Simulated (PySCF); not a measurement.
## Electron attachment to `O=[P+]=O` ([O2P]+)

Parent: `O=[P+]=O` ([O2P]+). Coordinates in Å; atoms count from 1 in this order:
```
O    -1.4340    0.1778   -0.0131
P     0.0074    0.1018   -0.0084
O     1.4488    0.0257   -0.0038
```

These are calculated values, PBE0-D3(BJ)/ma-def2-TZVP in PySCF (grid level 2) at geometries from PBE0-D3(BJ)/def2-SVP. Thermal corrections: PBE0-D3(BJ)/def2-SVP frequencies, unscaled, ideal gas at 298.15 K and 1 bar, quasi-RRHO entropy.

Frontier levels of the parent: HOMO -19.36 eV, LUMO -12.71 eV.

Reduction to the radical:
| Property | Result |
| --- | --- |
| Vertical recombination energy (electronic) | 10.03 eV |
| Adiabatic recombination energy (with zero-point energy) | 10.92 eV |
| Adiabatic, electronic part | 10.88 eV |
| Vertical gap at the product's structure | 11.86 eV |
| Inner reorganisation energy (four-point) | 1833 meV |
| Relaxation of product / of parent | 852 / 981 meV |
| ⟨S²⟩ of the product | 0.757 |
| Largest spin populations | P2 0.48, O3 0.26, O1 0.26 |
| Largest changes of atomic charge | P2 -0.57, O1 -0.21, O3 -0.21 |
| Distances that move most (Å) | P2–O3 1.443 → 1.484; O1–P2 1.443 → 1.484 |

Hardware: 1 thread of Arm Neoverse V2, shared with other jobs. Command: `OMP_NUM_THREADS=1 python redox_run.py task.json out`. Structures, frequencies and single points: 26 s.
